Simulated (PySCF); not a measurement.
**Worked example: correlation energy of SiH2, triplet**

Geometry: MP2(full)/6-31G*, from the G2/97 set.

```xyz
3

Si    0.0000    0.0000    0.0508
H     0.0000    1.2719   -0.7081
H     0.0000   -1.2719   -0.7081
```

Basis STO-3G; PySCF 2.14.0. Only valence electrons are correlated (noble-gas cores frozen), which leaves 6 electrons in 6 orbitals. Prefix R: restricted or restricted open-shell reference; prefix U: unrestricted.

Full CI is exact within this basis and frozen core; it isn't the basis-set limit. The frozen core follows each run's orbitals, which can shift R against U totals by a few meV.

Restricted and unrestricted runs freeze slightly different cores, so steps under 0.1 kcal/mol mean nothing.

```tsv
level	total energy (hartree)
UHF	-286.638126
UMP2	-286.661797
UCCSD	-286.676391
UCCSD(T)	-286.676609
UCCSDT	-286.676742
full CI	-286.676739
```

What is the correlation energy at full CI, and what share of it do UMP2 and UCCSD(T) recover?

E(corr) = -286.676739 − (-286.638126) = -0.038613 hartree = -1.051 eV. UMP2: -0.023671 / -0.038613 = 61.30 %. UCCSD(T): -0.038483 / -0.038613 = 99.66 %.

By how many kcal/mol does UCCSD(T) miss full CI (1 hartree = 627.509 kcal/mol), and which steps make up the rest?

-286.676609 − (-286.676739) = 0.000130 hartree = 0.08 kcal/mol. Steps: UCCSDT − UCCSD(T) = -0.08, full CI − UCCSDT = 0.00 kcal/mol. That is within 1 kcal/mol of the reference in this basis, which itself misses far more of the correlation at the basis-set limit.
